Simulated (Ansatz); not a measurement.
The cluster O₃, relaxed as a singlet with RKS PBE-D4/def2-TZVP in Ansatz, starting from the GFN2-xTB geometry. Force threshold 0.02 eV/Å.

The structure holds 3 bonds between oxygen atoms, so isomers without such links may lie far lower. The restricted singlet is unstable towards broken spin symmetry in Hartree–Fock (as tested in another run); at PBE-D4/def2-TZVP this wasn't settled. Another isomer (singlet) lies 1.22 eV lower at PBE0-D4/def2-TZVP; other spin states weren't run for this one.

Start:

```tsv
atom	x (Å)	y (Å)	z (Å)
O1	0.771	0.087	-0.152
O2	-0.446	0.633	0.158
O3	-0.325	-0.721	-0.006
```

| step | energy (eV) | largest force component (eV/Å) | SCF passes |
| --- | --- | --- | --- |
| 1 | -6129.5914 | 3.758 | 24 |
| 2 | -6129.7871 | 1.750 | 27 |
| 3 | -6129.8519 | 0.025 | 28 |
| 4 | -6129.8519 | 0.001 | 31 |

Force components are those of the run's own axes.

End:

Cartesian coordinates in Å:
```
O 0.8132 0.0922 -0.1609
O -0.4705 0.6682 0.1670
O -0.3427 -0.7604 -0.0061
```

By distances, no bond broke or formed. The bond that changes most is O1–O2, from 1.37 to 1.44 Å (atoms count from 1).

No frequencies were taken in this run, so the end may be a saddle point.

Hardware: 2 threads of Arm Neoverse V1 on a shared host. Wall time 2.8 s.
